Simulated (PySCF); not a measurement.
# Field gradients at the hydrogen positions

Species: C5H6.
Cartesian coordinates in Å at the PBE0-D3(BJ)/def2-SVP level; atoms count from 1:
```
atom  x, y, z in Å
C1    -2.4150    0.3804    0.9176
C2    -1.5790   -0.5167    0.3739
C3    -0.2001   -0.2881    0.1064
C4     0.9797   -0.1162   -0.1314
C5     2.3888    0.0923   -0.4132
H6    -2.0735    1.3797    1.1993
H7    -3.4640    0.1316    1.0932
H8    -1.9633   -1.5090    0.1059
H9     3.0136   -0.2133    0.4415
H10    2.6013    1.1530   -0.6195
H11    2.7108   -0.4933   -1.2886
```

Level: B3LYP/pcJ-1 (PySCF, non-relativistic); Q(2H) = 0.00286 b; rigid geometry, the same for H and D, with no vibrational averaging.

Problem. Rank these positions by the coupling χzz of a deuteron there, largest first.
A. H6 (vinylic hydrogen)
B. H11 (methyl hydrogen)
C. H8 (vinylic hydrogen)

Solution. A (198 kHz), C (192 kHz), B (187 kHz).

Problem. Give the electric field gradient Vzz (the principal value of largest size), its asymmetry and the 2H coupling at each hydrogen.

Solution. 
```csv
atom,bonded to,bond length (Å),Vzz (au),η,χzz (kHz)
H6,C1,1.093,0.2949,0.06,198
H7,C1,1.092,0.2970,0.07,200
H8,C2,1.097,0.2860,0.08,192
H9,C5,1.102,0.2783,0.04,187
H10,C5,1.101,0.2790,0.04,187
H11,C5,1.101,0.2789,0.04,187
```

Problem. How does χzz go with the bond length over the 6 C–H bonds?

Solution. A straight-line fit has a slope of -13.0 kHz for each 0.01 Å, with a correlation coefficient of -1.00, over lengths from 1.092 to 1.102 Å. The longer bonds have the smaller couplings here.

Problem. A static deuteron (I = 1) shows a doublet split by (3/2)χ, (3/4)χ(1 + η) and (3/4)χ(1 − η) with the field along z, y and x of the gradient. What are these for H9?

Solution. With |χ| = 187.0 kHz and η = 0.039: 281, 146 and 135 kHz, to first order and without motion.

Isolated species at its PBE0-D3(BJ)/def2-SVP geometry, gas phase. The basis is small and wasn't made for field gradients, so the couplings can be 20 % off.

These values come from a run that also computed spin–spin couplings. Time: 11 s wall. Hardware: x86-64 server, one thread, shared host.
